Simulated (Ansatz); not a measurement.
A nudged elastic band was laid between two geometries of ClH + H5NSi (9 atoms, charge 0, multiplicity 1).

All numbers below come from Ansatz 0.2.0, RKS B3LYP/6-31G*.

```json
{
  "movable images": "9",
  "climbing image": "yes",
  "spring": "5.0 eV/Å²",
  "optimiser": "quadratic models (default)",
  "start path": "through a guess of the saddle point",
  "force threshold": "0.03 eV/Å",
  "iteration limit": "60",
  "end points": "relaxed"
}
```

First end point:

```xyz
9
Properties=species:S:1:pos:R:3
Si 0.226 0.000 -0.570
H -0.438 -0.002 0.782
N 1.956 0.000 -0.577
H 2.458 -0.833 -0.295
H 2.458 0.833 -0.293
H -0.247 1.227 -1.259
H -0.247 -1.225 -1.262
Cl -2.816 0.000 2.817
H -1.838 -0.001 1.963
```

Last end point:

```xyz
9
Properties=species:S:1:pos:R:3
Si -0.329 0.001 -1.233
H 0.380 -0.001 2.880
N 1.041 -0.001 -0.196
H 1.297 -0.836 0.316
H 1.297 0.834 0.319
H -0.292 1.240 -2.040
H -0.291 -1.235 -2.044
Cl -2.204 -0.002 -0.283
H 0.614 0.000 3.586
```

Q: Which bonds break or form, and what moves?

A: Bonds broken: Si1–H2, Cl8–H9. Bonds formed: Si1–Cl8, H2–H9. ClH + H5NSi becomes ClH4NSi + H2.

Q: What energy profile does the band end with?

A: The forces met the threshold. The highest image is number 4 of 0 to 10, 1.50 eV above the first end and 2.47 eV above the last; the last end lies 0.97 eV below the first. Neighbouring images differ by up to 1.3 eV, so the band resolves the path poorly. A vibrational analysis at the climbing image gives one clearly imaginary mode, 685i cm⁻¹: a first-order saddle point. The orbitals stay closed-shell, which can raise the energy where a bond breaks towards radicals; this wasn't checked here.

```
image  path coordinate (Å)  energy (eV)  Si1–H2 (Å)  Cl8–H9 (Å)  Si1–Cl8 (Å)
    0                 0.00         0.00        1.51        1.30         4.55
    1                 0.85         0.01        1.51        1.30         4.30
    2                 1.71         0.03        1.51        1.30         3.82
    3                 2.56         0.35        1.53        1.33         3.12
    4                 3.42         1.50        1.77        1.84         2.63
    5                 4.58         0.17        2.57        2.25         2.21
    6                 5.75        -0.79        3.38        2.61         2.11
    7                 6.91        -0.96        4.49        3.18         2.10
    8                 8.08        -0.96        5.43        4.17         2.10
    9                 9.24        -0.97        4.49        4.41         2.10
   10                10.41        -0.97        4.17        4.79         2.10
```

Q: What is the geometry of the highest image?

A: 
```xyz
9
Properties=species:S:1:pos:R:3:forces:R:3
Si -0.114 0.000 -0.205 0.00 0.00 0.00
H 0.073 -0.001 1.558 0.00 0.00 0.00
N 1.582 0.000 -0.477 0.00 0.00 0.00
H 2.146 -0.839 -0.409 0.00 0.00 0.00
H 2.146 0.839 -0.407 0.00 0.00 0.00
H -0.523 1.348 -0.609 0.00 0.00 0.00
H -0.524 -1.346 -0.612 0.00 0.00 0.00
Cl -2.496 0.000 0.904 0.00 0.00 0.00
H -0.778 -0.001 1.562 0.00 0.00 0.00
```

Time of the run: 7.9 min on 1 thread of Arm Neoverse V2, on a shared host, peak memory 0.13 GiB.
